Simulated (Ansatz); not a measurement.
Reaction (SMILES): [C-]#[S+] (C-S) → CS+ (doublet, bonded as [C-]#[S+]) + e-
B3LYP-D3(BJ)/def2-TZVP geometries, fixed; electronic energies without zero-point terms.
Largest species:
```
C
S 1 1.5320
```
Charge 0, spin multiplicity 1.

Basis-set convergence of the adiabatic ionisation energy at r2SCAN with Ansatz (a first-principles code). Cartesian d functions, on some or all atoms, in 6-31G**, 6-311+G**; all else is spherical. The program fits the integrals of some runs and decomposes those of others, by size. Open shells are unrestricted. No added dispersion term, no relativity. Functions are those of the species that has most. Reference: the value in aug-cc-pV(5+d)Z, 11.151 eV, itself unsure by roughly 0.003 eV (its mean distance from pcseg-4, aug-pcseg-3, aug-cc-pV(Q+d)Z). Deviations are taken from unrounded values.

```
basis              functions  adiabatic ionisation energy (eV)  minus reference (eV)
-----------------  ---------  --------------------------------  --------------------
pcseg-0                   22                            11.742                 0.592
def2-SVP                  32                            11.277                 0.126
6-31G**                   34                            11.172                 0.022
cc-pV(D+d)Z               37                            11.207                 0.056
def2-SVPD                 47                            11.285                 0.135
6-311+G**                 53                            11.262                 0.112
cc-pV(T+d)Z               69                            11.151                 0.001
6-311++G(3df,3pd)         86                            11.182                 0.031
jun-cc-pV(T+d)Z           87                            11.167                 0.017
def2-TZVPPD               88                            11.159                 0.008
aug-pcseg-2               96                            11.171                 0.021
aug-cc-pV(T+d)Z          101                            11.167                 0.016
cc-pV(Q+d)Z              119                            11.145                -0.006
aug-cc-pV(Q+d)Z          169                            11.155                 0.004
aug-pcseg-3              174                            11.151                 0.001
cc-pV(5+d)Z              191                            11.145                -0.005
pcseg-4                  206                            11.146                -0.005
aug-cc-pV(5+d)Z          263                            11.151                 0.000
```
